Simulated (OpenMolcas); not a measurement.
**Si3H7 (SMILES [SiH3][SiH][SiH3]): the vertical energy of the quartet above the doublet, rung by rung**

The species is Si3H7 (10 atoms), meant as a doublet with charge 0. SMILES: `[SiH3][SiH][SiH3]`. The coordinates come from a PBE0-D4/def2-TZVP relaxation.

Quantity: the vertical energy of the quartet above the doublet, in eV. The values are calculated.

| level | kind | program | value (eV) | less CCSD(T)/cc-pVDZ | CPU time (all runs) |
| --- | --- | --- | --- | --- | --- |
| USVWN5/cc-pVDZ | LDA | OpenMolcas | 5.73 | -0.50 | 58 s |
| U-revPBE/cc-pVDZ | GGA | OpenMolcas | 5.68 | -0.55 | 1.8 min |
| UBLYP/cc-pVDZ | GGA | OpenMolcas | 5.78 | -0.45 | 98 s |
| UPBE/cc-pVDZ | GGA | OpenMolcas | 5.69 | -0.54 | 1.7 min |
| U-r2SCAN/cc-pVDZ | meta-GGA | OpenMolcas | 5.86 | -0.37 | 2.3 min |
| UM06-L/cc-pVDZ | meta-GGA | OpenMolcas | 5.95 | -0.28 | 2.4 min |
| UBHLYP/cc-pVDZ | global hybrid | OpenMolcas | 6.26 | +0.03 | 1.8 min |
| ROCCSD(T)/cc-pVDZ | coupled cluster or CI | OpenMolcas | 6.23 | 0.00 | 85 s |

ROCCSD(T)/cc-pVDZ is the highest level here, not the true value. The values span 5.68 to 6.26 eV. CPU times are rough (shared hosts, several kinds of processor): they show what a rung costs within a factor of a few.
